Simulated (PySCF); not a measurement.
C2H3, SMILES [CH]=C (connectivity only; charge and spin as stated), charge +1, multiplicity 1. Atoms are numbered in the order given.

```xyz
5

C      0.0000     0.0000     0.6721
C      0.0000     0.0000    -0.5796
H      0.0000     0.0000     1.7533
H      0.0000    -0.9394    -1.1541
H      0.0000     0.9394    -1.1541
```
Charge +1, spin multiplicity 1.

The structure is a stationary point at B3LYP-D3(BJ)/def2-TZVP. The spin state was assumed, not searched. The isomer is the one that the SMILES or the coordinates give; other isomers of the formula were not compared.

These are TDDFT-ωB97X/def2-TZVPD (PySCF) values and carry that method's errors.

Vertical excitations. The molecule is in vacuum. State labels are in the subgroup C2v.

| state | symmetry | energy (eV) | λ (nm) | f | main pairs |
|---|---|---|---|---|---|
| S1 | A2 | 3.24 | 383 | 0.000 | HOMO→LUMO 100 % |
| S2 | A1 | 7.75 | 160 | 0.002 | HOMO−1→LUMO 53 %, HOMO→LUMO+1 46 % |
| S3 | B2 | 8.64 | 143 | 0.003 | HOMO−2→LUMO 94 % |
| S4 | A1 | 10.80 | 115 | 0.770 | HOMO→LUMO+1 52 %, HOMO−1→LUMO 46 % |
| S5 | A2 | 10.81 | 115 | 0.000 | HOMO−1→LUMO+1 99 % |
| S6 | B1 | 11.19 | 111 | 0.083 | HOMO→LUMO+2 73 %, HOMO→LUMO+3 14 % |
| S7 | B1 | 11.79 | 105 | 0.008 | HOMO−2→LUMO+1 64 %, HOMO→LUMO+3 20 %, HOMO→LUMO+2 12 % |
| S8 | B1 | 11.91 | 104 | 0.015 | HOMO→LUMO+3 53 %, HOMO−2→LUMO+1 31 % |
| S9 | B2 | 12.33 | 101 | 0.081 | HOMO−3→LUMO 90 % |
| S10 | A2 | 13.03 | 95 | 0.000 | HOMO→LUMO+5 94 % |
| T1 | A2 | 2.61 | 475 | 0 | HOMO→LUMO 99 % |
| T2 | A1 | 5.57 | 222 | 0 | HOMO→LUMO+1 96 % |
| T3 | A1 | 6.91 | 179 | 0 | HOMO−1→LUMO 98 % |
| T4 | B2 | 7.56 | 164 | 0 | HOMO−2→LUMO 95 % |
Triplets are in the Tamm–Dancoff approximation, which puts them higher than full response would, so one can lie above its singlet here.
